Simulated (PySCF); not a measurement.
Published values to compare with (the computed states carry no symmetry labels, so the two lists aren't matched line by line):

```tsv
state	E (eV)	f	kind of transition	source
3A'(π→π*)	3.26		vertical absorption	[1]
3A'(π→π*)	4.11		vertical absorption	[1]
1A'(π→π*)	4.31		vertical absorption	[1]
3A''(n→π*)	4.66		vertical absorption	[1]
1A''(n→π*)	4.80		vertical absorption	[1]
1A'(π→π*)	4.98		vertical absorption	[1]
```

[1] computed, theoretical best estimate (aug-cc-pVTZ), gas; Knysh, Lipparini, Blondel, Duchemin, Blase, Loos, Jacquemin, reference CC3 energies for organic chromophores (2024), arXiv:2407.09060

Compound: coumarin, C₉H₆O₂.
Bonds: O1–C2 (double), C2–C3, C3–C4 (double), C4–C5, C5–C6 (aromatic), C6–C7 (aromatic), C7–C8 (aromatic), C8–C9 (aromatic), C9–C10 (aromatic), C10–O11, C2–O11, C5–C10 (aromatic). Hydrogens: H12 on C3; H13 on C4; H14 on C6; H15 on C7; H16 on C8; H17 on C9.

Computed with PySCF, TDDFT B3LYP/def2-SVPD, vertical, gas phase, core orbitals frozen in the response. Isolated species at its PBE0-D3(BJ)/def2-SVP geometry, gas phase.

Computed singlets: 4.15 eV (f 0.115); 4.49 eV (f 0.000); 4.61 eV (f 0.161); 5.39 eV (f 0.019); 5.77 eV (f 0.119); 6.08 eV (f 0.000); 6.12 eV (f 0.291); 6.34 eV (f 0.000); 6.38 eV (f 0.310); 6.39 eV (f 0.006). Computed triplets (Tamm–Dancoff): 3.01, 3.67, 4.18, 4.22 eV.

Q: How does the lowest computed singlet compare with the best estimate listed for the lowest singlet (vertical absorption)?

A: 4.15 eV against 4.31 eV for 1A'(π→π*) [1]: a difference of -0.15 eV. Geometry and basis of the two calculations needn't be the same.

Q: How does the lowest computed triplet compare with the best estimate listed for the lowest triplet (vertical absorption)?

A: 3.01 eV against 3.26 eV for 3A'(π→π*) [1]: a difference of -0.26 eV. Geometry and basis of the two calculations needn't be the same.
